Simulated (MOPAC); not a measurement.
# PM6 run of CH4Si (SMILES C[SiH])

Aim: the adiabatic ionisation energy of CH4Si at PM6, from 2 runs. 

The results are computed with MOPAC 23.2.5.

7 further runs of the same task are left out: 1 that didn't finish, 6 set aside as unsound or not needed.

### Step 1. Starting point

CH4Si: 6 atoms, total charge 0, spin state singlet. As SMILES, `C[SiH]`. All atoms were displaced at random from a relaxed shape. The run starts from this shape.

Bond lengths: C1–Si2 1.921 Å, C1–H3 1.101 Å, C1–H4 1.051 Å, C1–H5 1.092 Å, Si2–H6 1.520 Å. Angles: C1–Si2–H6 94.4°, Si2–C1–H3 108.1°, Si2–C1–H4 112.7°, Si2–C1–H5 108.6°, H3–C1–H4 110.8°, H3–C1–H5 106.2°, H4–C1–H5 110.3°.

### Step 2. A structure relaxation at PM6

run.mop

```
pm6 disp gradients cycles=300 gnorm=0.05 bonds aux(precision=9) threads=1
CH4Si

C     -0.098949    -0.381356    -0.386208
Si     0.916065     0.212628     1.133132
H     -1.160233    -0.413395    -0.095979
H      0.217813    -1.317083    -0.744477
H     -0.021662     0.372240    -1.173259
H      0.144085     1.512792     1.289353
```

Run with:

```bash
$ mopac run.mop
```

run.out:

```text
MOPAC v23.2.5
PM6 CALCULATION RESULTS
[...]
 *  GNORM      - EXIT WHEN GRADIENT NORM DROPS BELOW 0.050
[...]
           Empirical Formula: C H4 Si  =     6 atoms
      MOLECULAR POINT GROUP   :   Cs
[...]
 CYCLE:     1 TIME:   0.004 TIME LEFT:  2.00D  GRAD.:    44.665 HEAT:  56.32515
[...]
 CYCLE:    32 TIME:   0.004 TIME LEFT:  2.00D  GRAD.:     0.024 HEAT:  54.11539
[...]
     SCF FIELD WAS ACHIEVED
[...]
                              SUM =         54.11539 KCAL/MOL = FINAL HEAT OF FORMATION
          TOTAL ENERGY            =       -247.41917 EV
          ELECTRONIC ENERGY       =       -601.39167 EV
          CORE-CORE REPULSION     =        353.97250 EV
          COSMO AREA              =         94.46 SQUARE ANGSTROMS
          COSMO VOLUME            =         81.76 CUBIC ANGSTROMS
          GRADIENT NORM           =          0.02423          =       0.00989 PER ATOM
          IONIZATION POTENTIAL    =          7.420501 EV
          HOMO LUMO ENERGIES (EV) =         -7.421 -1.503
          NO. OF FILLED LEVELS    =          6
          MOLECULAR WEIGHT        =         44.1281         POINT GROUP:  Cs
[...]
                             CARTESIAN COORDINATES
   1    C       -0.103143013    -0.370613114    -0.380962868
   2   Si        0.895484540     0.224657328     1.116552144
   3    H       -1.178241839    -0.469024316    -0.169090003
   4    H        0.249415441    -1.355488415    -0.722722523
   5    H       -0.027563810     0.313279650    -1.240058539
   6    H        0.259510696     1.565201780     1.476923620
           Empirical Formula: C H4 Si  =     6 atoms
      MOLECULAR POINT GROUP   :   Cs
[...]
              NET ATOMIC CHARGES AND DIPOLE CONTRIBUTIONS
  ATOM NO.   TYPE          CHARGE      No. of ELECS.   s-Pop       p-Pop       d-Pop
    1          C          -0.806551        4.8066     1.08576     3.72079
    2         Si           0.225972        3.7740     1.75253     1.73504     0.28645
    3          H           0.194549        0.8055     0.80545
    4          H           0.198439        0.8016     0.80156
    5          H           0.194848        0.8052     0.80515
    6          H          -0.007256        1.0073     1.00726
 DIPOLE           X         Y         Z       TOTAL
 POINT-CHG.     0.473     0.188     0.629     0.809
 HYBRID        -1.555     0.188    -1.479     2.154
 SUM           -1.081     0.376    -0.850     1.426
[...]
 * JOB ENDED NORMALLY *
[...]
```

It took 0.14 s on 1 thread of Arm Neoverse N1, shared host.

Step by step:

```
step  energy from the first frame kept (eV)  largest force (eV/Å)
   0                                 0.0000                1.3484
   2                                -0.0552                0.3955
   4                                -0.0801                0.3469
   6                                -0.0921                0.1213
   8                                -0.0943                0.0875
  10                                -0.0955                0.0377
  12                                -0.0957                0.0072
  14                                -0.0957                0.0025
  16                                -0.0957                0.0021
  18                                -0.0957                0.0041
  20                                -0.0957                0.0044
  22                                -0.0957                0.0078
  24                                -0.0957                0.0109
  26                                -0.0958                0.0030
  28                                -0.0958                0.0036
  30                                -0.0958                0.0016
  31                                -0.0958                0.0006
```

After the run. Bond lengths: C1–Si2 1.896 Å, C1–H3 1.100 Å, C1–H4 1.100 Å, C1–H5 1.101 Å, Si2–H6 1.527 Å. Angles: C1–Si2–H6 104.0°, Si2–C1–H3 113.0°, Si2–C1–H4 111.0°, Si2–C1–H5 112.7°, H3–C1–H4 107.0°, H3–C1–H5 105.8°, H4–C1–H5 107.0°.

### Step 3. The doublet cation: a structure relaxation at PM6

input.mop

```
PM6 CHARGE=1 UHF DOUBLET CYCLES=300 GNORM=0.05 DISP AUX(PRECISION=6) THREADS=1
PM6 optimise

C -0.103143 1 -0.370613 1 -0.380963 1
Si 0.895485 1 0.224657 1 1.116552 1
H -1.178242 1 -0.469024 1 -0.169090 1
H 0.249415 1 -1.355488 1 -0.722723 1
H -0.027564 1 0.313280 1 -1.240059 1
H 0.259511 1 1.565202 1 1.476924 1
```

Run with:

```bash
$ mopac input.mop
```

input.out:

```text
MOPAC v23.2.5
PM6 CALCULATION RESULTS
[...]
 *  GNORM      - EXIT WHEN GRADIENT NORM DROPS BELOW 0.050
[...]
           Empirical Formula: C H4 Si  =     6 atoms
      MOLECULAR POINT GROUP   :   Cs
[...]
 CYCLE:     1 TIME:   0.008 TIME LEFT:  2.00D  GRAD.:    72.442 HEAT:  223.3231
[...]
 CYCLE:    35 TIME:   0.004 TIME LEFT:  2.00D  GRAD.:     0.047 HEAT:  217.7682
[...]
     SCF FIELD WAS ACHIEVED
[...]
                              SUM =        217.76816 KCAL/MOL = FINAL HEAT OF FORMATION
          TOTAL ENERGY            =       -240.32251 EV
          ELECTRONIC ENERGY       =       -594.88153 EV
          CORE-CORE REPULSION     =        354.55902 EV
          COSMO AREA              =         93.31 SQUARE ANGSTROMS
          COSMO VOLUME            =         80.56 CUBIC ANGSTROMS
          GRADIENT NORM           =          0.04656          =       0.01901 PER ATOM
          IONIZATION POTENTIAL    =         12.851853 EV
          ALPHA SOMO LUMO (EV)    =        -12.852 -6.203
          BETA  SOMO LUMO (EV)    =        -16.179 -6.729
          NO. OF ALPHA ELECTRONS  =          6
          NO. OF BETA  ELECTRONS  =          5
          MOLECULAR WEIGHT        =         44.1281         POINT GROUP:  Cs
[...]
                             CARTESIAN COORDINATES
   1    C       -0.074535008    -0.386829923    -0.367504641
   2   Si        0.821577368     0.265658788     1.067120696
   3    H       -1.171380420    -0.502854871    -0.198278815
   4    H        0.268920698    -1.391014289    -0.705497079
   5    H        0.001691524     0.256740802    -1.276087088
   6    H        0.495272165     1.530641653     1.739391903
           Empirical Formula: C H4 Si  =     6 atoms
      MOLECULAR POINT GROUP   :   Cs
[...]
              NET ATOMIC CHARGES AND DIPOLE CONTRIBUTIONS
  ATOM NO.   TYPE          CHARGE      No. of ELECS.   s-Pop       p-Pop       d-Pop
    1          C          -0.841082        4.8411     1.09368     3.74740
    2         Si           1.067243        2.9328     1.41246     1.17296     0.34734
    3          H           0.244721        0.7553     0.75528
    4          H           0.246440        0.7536     0.75356
    5          H           0.244818        0.7552     0.75518
    6          H           0.037860        0.9621     0.96214
 DIPOLE           X         Y         Z       TOTAL
 POINT-CHG.     1.177     0.972     1.969     2.491
 HYBRID        -0.296    -0.490    -0.694     0.899
 SUM            0.881     0.483     1.275     1.623
[...]
                    (S**2)  =    0.752787
[...]
 * JOB ENDED NORMALLY *
[...]
```

It took 0.16 s on 1 thread of Arm Neoverse N1, shared host.

Step by step:

```
step  energy from the first frame kept (eV)  largest force (eV/Å)
   0                                 0.0000                2.2816
   2                                -0.1455                0.9677
   4                                -0.2032                0.3388
   6                                -0.2257                0.2208
   8                                -0.2352                0.1259
  10                                -0.2383                0.1029
  12                                -0.2404                0.0246
  14                                -0.2406                0.0150
  16                                -0.2406                0.0071
  18                                -0.2406                0.0046
  20                                -0.2406                0.0029
  22                                -0.2406                0.0025
  24                                -0.2406                0.0038
  26                                -0.2407                0.0496
  28                                -0.2408                0.0055
  30                                -0.2408                0.0092
  32                                -0.2409                0.0013
  34                                -0.2409                0.0014
```

After the run. Bond lengths: C1–Si2 1.813 Å, C1–H3 1.116 Å, C1–H4 1.114 Å, C1–H5 1.116 Å, Si2–H6 1.469 Å. Angles: C1–Si2–H6 124.2°, Si2–C1–H3 113.8°, Si2–C1–H4 114.3°, Si2–C1–H5 113.8°, H3–C1–H4 104.8°, H3–C1–H5 104.5°, H4–C1–H5 104.6°.

### Step 4. Results

At PM6:

| quantity | value |
| --- | --- |
| run 1, PM6: total energy at the end | -9.09249 Eh |
| run 1, PM6: dipole moment | 1.43 D |
| run 1, PM6: HOMO energy | -7.42 eV |
| run 1, PM6: LUMO energy | -1.50 eV |
| run 1, PM6: HOMO–LUMO gap | 5.92 eV |
| run 1, PM6: heat of formation | 54.1 kcal/mol |
| doublet cation: total energy at the end | -8.83169 Eh |
| doublet cation: HOMO energy (over α and β) | -12.85 eV |
| doublet cation: LUMO energy (over α and β) | -6.73 eV |
| doublet cation: heat of formation | 217.8 kcal/mol |
| doublet cation: ⟨S²⟩ | 0.753 |
| adiabatic ionisation energy (to the doublet cation, no zero-point term) | 7.097 eV |

**Reading.** The adiabatic ionisation energy (to the doublet cation, no zero-point term) is 7.10 eV (685 kJ/mol). The optimisation (run 1, PM6) took 31 steps and changed the energy by -0.096 eV. The optimisation (doublet cation) took 34 steps and changed the energy by -0.241 eV.
